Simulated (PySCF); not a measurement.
Species: propynal, C₃H₂O.
Atom-mapped SMILES: `[CH:1]#[C:2][CH:3]=[O:4]` (hydrogens: H5 on C1; H6 on C3)

Method: BHandHLYP/6-31+G* geometry optimisation, gas phase in PySCF 2.14.0; density fitting, grid level 1; the optimiser is geomeTRIC in internal coordinates, started from a GFN2-xTB structure.

Step 1: E = -5184.8592 eV
```
atom  x, y, z in Å  |  force x, y, z in eV/Å
C1      1.3809    0.0471    0.6635    0.199  -0.283   0.138
C2      0.3136   -0.0428    0.1273   -0.107   0.545  -0.240
C3     -0.9842    0.0109   -0.5114   -0.134  -0.869   0.538
O4     -1.3965   -0.8795   -1.2060   -0.004   0.220  -0.252
H5      2.3322    0.0140    1.1350   -0.048   0.101  -0.029
H6     -1.6261    0.8447   -0.2267    0.094   0.287  -0.154
```

Step 2: E = -5184.8792 eV
```
atom  x, y, z in Å  |  force x, y, z in eV/Å
C1      1.3830    0.0479    0.6668    0.033  -0.267   0.057
C2      0.3135   -0.0473    0.1334   -0.017   0.262  -0.181
C3     -0.9871   -0.0092   -0.4998   -0.246  -0.356   0.224
O4     -1.4149   -0.8693   -1.2224    0.182   0.080  -0.048
H5      2.3355    0.0258    1.1351   -0.022   0.104  -0.016
H6     -1.6101    0.8464   -0.2313    0.070   0.178  -0.036
```

Step 3: E = -5184.8850 eV
```
atom  x, y, z in Å  |  force x, y, z in eV/Å
C1      1.3803    0.0392    0.6642   -0.013  -0.226   0.024
C2      0.3065   -0.0469    0.1375    0.017   0.322   0.081
C3     -0.9991   -0.0114   -0.4818    0.131  -0.213  -0.091
O4     -1.3880   -0.8714   -1.2247   -0.145   0.053  -0.020
H5      2.3358    0.0256    1.1251    0.003   0.077  -0.013
H6     -1.6156    0.8592   -0.2386    0.008  -0.012   0.019
```

Step 4: E = -5184.8903 eV
```
atom  x, y, z in Å  |  force x, y, z in eV/Å
C1      1.3804    0.0299    0.6668   -0.104  -0.126  -0.040
C2      0.3083   -0.0418    0.1338    0.134   0.083   0.038
C3     -0.9958   -0.0186   -0.4873   -0.046   0.081   0.027
O4     -1.4035   -0.8698   -1.2287   -0.006  -0.015  -0.007
H5      2.3343    0.0371    1.1294    0.026   0.042   0.012
H6     -1.6039    0.8575   -0.2322   -0.004  -0.065  -0.031
```

**Question.** Estimate the geometry and energy of step 5. (The exact step hangs on the optimiser's Hessian estimate; all steps are aligned on step 4, rigid shifts and turns removed.)

**Answer.** E = -5184.8917 eV, largest force 0.076 eV/Å
```
atom  x, y, z in Å  |  force x, y, z in eV/Å
C1      1.3815    0.0223    0.6673   -0.011  -0.060  -0.006
C2      0.3101   -0.0359    0.1329    0.016   0.031  -0.006
C3     -0.9961   -0.0170   -0.4869   -0.017   0.072   0.017
O4     -1.4032   -0.8695   -1.2272    0.015  -0.034  -0.007
H5      2.3358    0.0387    1.1302    0.002   0.016   0.004
H6     -1.6082    0.8556   -0.2346   -0.005  -0.025  -0.003
```

The energy changes by -0.0015 eV. The first-order estimate −F·Δx gives -0.0020 eV and the mean of the old and new forces, exact on a quadratic surface, -0.0014 eV. The step makes an angle of 51° with the force vector and moves no atom by more than 0.008 Å.

What follows is the cost of the whole optimisation. On one thread of an Arm Neoverse N1, no GPU, on a shared host, this took 15 s of wall time and 0.37 GiB of memory at its peak.
